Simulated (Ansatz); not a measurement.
Born–Oppenheimer molecular dynamics of BCl2H (4 atoms, charge 0, multiplicity 1). It starts at the highest image of a converged band. Of that band: Neighbouring images differ by up to 2.3 eV, so the band resolves the path poorly. A vibrational analysis at the climbing image gives one clearly imaginary mode, 210i cm⁻¹: a first-order saddle point.

Level of theory: RKS r2SCANh-D4/6-31G* (Ansatz).

* ensemble: NVE (velocity Verlet)
* time step: 0.5 fs
* steps asked: 200
* starting velocities drawn for: 100 K
* seed: 8089

First frame:

```xyz
4
Properties=species:S:1:pos:R:3
B -0.579 0.000 0.402
H 0.769 0.000 0.828
Cl 2.226 0.000 0.351
Cl -1.460 0.000 -1.030
```

(1) How far do the bonds stretch over the last three quarters of this one trajectory? (Pairs bonded in most of those frames.)

## Answers

(1) 
| bond | mean (Å) | spread (Å) | shortest | longest |
| --- | --- | --- | --- | --- |
| B1–Cl4 | 1.688 | 0.011 | 1.67 | 1.71 |
| H2–Cl3 | 1.463 | 0.065 | 1.37 | 1.58 |

Mean temperature of the second half: 71 K. The conserved energy stayed within 0.016 meV per atom of its start (net change -0.0012 meV per atom), so the integration is sound. A run of 0.1 ps of so small a system gives no equilibrium averages. The orbitals stay closed-shell, which can raise the energy where a bond breaks towards radicals; this wasn't checked here.

Run time: 3.9 min on 1 thread of Intel(R) Xeon(R) 6975P-C (Granite Rapids), with other jobs on the host, peak memory 0.13 GiB.
